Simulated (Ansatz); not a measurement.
# Ruthenium, hcp under PBE: convergence with the Methfessel-Paxton smearing

Aim: find which Methfessel-Paxton smearing width is enough for energy and pressure. The geometry was relaxed under PBE beforehand and stays fixed; 7 values are run, from 0.01 to 1.0 eV. Wanted are the values from which on the energy stays within 10 and 1 meV/atom, and the pressure within 0.5 GPa, of the narrowest run. Within the series other settings stay, but some runs also write fields, which adds to their time. Spin polarisation is left out.

Computed with Ansatz 0.2.0 (DFT PBE, plane waves with PAW, scalar-relativistic, unless a step says otherwise).

### 1 The structure to begin with

It takes space group P6_3/mmc (No. 194, hexagonal). The conventional cell has a = 2.724 Å, b = 2.724 Å, c = 4.289 Å, α = 90.00°, β = 90.00°, γ = 120.00°. Around Ru (site symmetry -6m2) lie 12 Ru at 2.66 to 2.72 Å.

As a file:

```cif
data_structure
_symmetry_space_group_name_H-M 'P 1'
_symmetry_Int_Tables_number 1
_cell_length_a 2.7236
_cell_length_b 2.7236
_cell_length_c 4.2891
_cell_angle_alpha 90.000
_cell_angle_beta 90.000
_cell_angle_gamma 120.000
_cell_volume 27.55
loop_
_atom_site_label
_atom_site_type_symbol
_atom_site_fract_x
_atom_site_fract_y
_atom_site_fract_z
_atom_site_occupancy
Ru1 Ru 0.33333 0.66667 0.25000 1
Ru2 Ru 0.66667 0.33333 0.75000 1
```

### 2 Width 0.01 eV

The run at 0.01 eV.

File input.yaml:

```yaml
crystal:
  lattice:
    - [2.7235595794, 0.0, 0.0]
    - [-1.3617797897, 2.3586717845, 0.0]
    - [0.0, 0.0, 4.2890849607]
  atoms:
    - { symbol: Ru, position: [0.3333333333, 0.6666666667, 0.25] }
    - { symbol: Ru, position: [0.6666666667, 0.3333333333, 0.75] }
hamiltonian:
  xc: pbe
  pseudopotentials:
    kind: paw
    azcp:
      Ru: "pseudopotentials/Ru.paw.azcp"
basis:
  ecutwfc: 420
  fft_grid_basis: typed
kpoints:
  mp_grid: { grid: [13, 13, 7], shift: [0, 0, 0] }
magnetization:
  spin_polarized: false
scf:
  occupations: { method: methfessel_paxton, width: 0.01 }
  lower_state_search: "off"
output:
  stress: true
  write_density: true
  write_potential: true
  elf: true
  volumetric_format: npy
```

Launch:

```console
$ ansatz run input.yaml --threads 1 --pin off --max-ram 3584MiB --backend cpu --events-out ev --progress --plain --runs-dir out
```

### 3 Width 0.03 eV

The run at 0.03 eV.

Edit input.yaml of step 2 so:

```diff
@@ -22,3 +22,3 @@
 scf:
-  occupations: { method: methfessel_paxton, width: 0.01 }
+  occupations: { method: methfessel_paxton, width: 0.03 }
   lower_state_search: "off"
```

### 4 Width 0.1 eV

The run at 0.1 eV.

Edit input.yaml of step 3 so:

```diff
@@ -22,3 +22,3 @@
 scf:
-  occupations: { method: methfessel_paxton, width: 0.03 }
+  occupations: { method: methfessel_paxton, width: 0.1 }
   lower_state_search: "off"
@@ -26,5 +26 @@
   stress: true
-  write_density: true
-  write_potential: true
-  elf: true
-  volumetric_format: npy
```

### 5 Width 0.2 eV

The run at 0.2 eV.

Edit input.yaml of step 4 so:

```diff
@@ -22,3 +22,3 @@
 scf:
-  occupations: { method: methfessel_paxton, width: 0.1 }
+  occupations: { method: methfessel_paxton, width: 0.2 }
   lower_state_search: "off"
@@ -26 +26,5 @@
   stress: true
+  write_density: true
+  write_potential: true
+  elf: true
+  volumetric_format: npy
```

### 6 Width 0.3 eV

The run at 0.3 eV.

Edit input.yaml of step 5 so:

```diff
@@ -22,3 +22,3 @@
 scf:
-  occupations: { method: methfessel_paxton, width: 0.2 }
+  occupations: { method: methfessel_paxton, width: 0.3 }
   lower_state_search: "off"
@@ -26,5 +26 @@
   stress: true
-  write_density: true
-  write_potential: true
-  elf: true
-  volumetric_format: npy
```

### 7 Width 0.6 eV

The run at 0.6 eV.

Edit input.yaml of step 6 so:

```diff
@@ -22,3 +22,3 @@
 scf:
-  occupations: { method: methfessel_paxton, width: 0.3 }
+  occupations: { method: methfessel_paxton, width: 0.6 }
   lower_state_search: "off"
@@ -26 +26,5 @@
   stress: true
+  write_density: true
+  write_potential: true
+  elf: true
+  volumetric_format: npy
```

### 8 Width 1.0 eV

The run at 1.0 eV.

Edit input.yaml of step 7 so:

```diff
@@ -22,3 +22,3 @@
 scf:
-  occupations: { method: methfessel_paxton, width: 0.6 }
+  occupations: { method: methfessel_paxton, width: 1.0 }
   lower_state_search: "off"
@@ -26,5 +26 @@
   stress: true
-  write_density: true
-  write_potential: true
-  elf: true
-  volumetric_format: npy
```

(Steps that only read results are left out.)

What does the calculation give?

As calculated:

| quantity | value |
| --- | --- |
| E(σ → 0) stays within 10 meV/atom of 0.01 eV | up to 1.0 eV |
| E(σ → 0) stays within 1 meV/atom | up to 0.1 eV |
| pressure stays within 0.5 GPa | up to 0.6 eV |
| pressure at 0.01 eV | -0.26 GPa |
| energy of a separate run on a finer mesh (22×22×12) | -4.3 meV/atom from 0.01 eV |

At 1.0 eV the energy differs by +1.5 meV/atom and the pressure by -0.8 GPa. Over the range F shifts by +19.1 meV/atom, while E(σ → 0) shifts by +1.5. This scheme cancels the term in the square of the width, so F moves little up to 0.2 eV. The mesh (13×13×7) is fixed, so the narrowest widths carry a k-point error of their own. The yardstick itself is unsettled by 4.3 meV/atom against the finer mesh, so the thresholds above hold only within this series, and wider smearing, which averages over more states, can land nearer the fine-mesh value than the narrowest does.
